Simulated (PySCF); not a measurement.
Gas-phase reaction: SiH₂(NH₂)₂ + NH₂ + N → Si(NH₂)₄

Computed with PySCF and rigid-rotor harmonic-oscillator thermochemistry at 1 bar. † marks an energy on the PBE0/def2-TZVP geometry and frequencies. MP2 freezes the core. Open shells (unrestricted): NH₂ (multiplicity 2), N (multiplicity 4); the rest are closed-shell singlets. B3LYP is the form with VWN-RPA correlation. No R ln 2 is added for the mirror-image form of SiH₂(NH₂)₂. SiH₂(NH₂)₂, Si(NH₂)₄: computed as isolated molecules; such fragments, hydroxides, amides, oligomers or adducts are transient or little studied in the gas. MP2 isn't extrapolated to the basis-set limit; its ΔH°(298 K) is -815.9 kJ in def2-SVP and -892.3 kJ in def2-TZVPP. The harmonic model lacks anharmonicity and excited electronic states, which grow with temperature; levels with a mode under 35 cm⁻¹ are left out. Internal rotation in SiH₂(NH₂)₂, Si(NH₂)₄ is treated as a harmonic vibration of one conformer, which makes the entropy rough.

```
level              ΔE electronic, kJ  ΔH°(298 K), kJ  ΔS°(298 K), J/K  ΔG°(1000 K), kJ
-----------------  -----------------  --------------  ---------------  ---------------
B3LYP/def2-TZVP†                -884            -844             -302             -544
HF/def2-TZVP†                   -554            -515             -302             -215
M06-2X/def2-TZVP†               -931            -892             -302             -592
MP2/def2-SVP†                   -855            -816             -302             -516
MP2/def2-TZVPP†                 -932            -892             -302             -593
PBE0/def2-SVP†                  -893            -853             -302             -554
r2SCAN/def2-TZVP†               -893            -854             -302             -554
LDA/def2-TZVP†                 -1104           -1064             -302             -765
```
ΔH° is lowest at LDA/def2-TZVP† and highest at HF/def2-TZVP†. No reference value is set beside these.
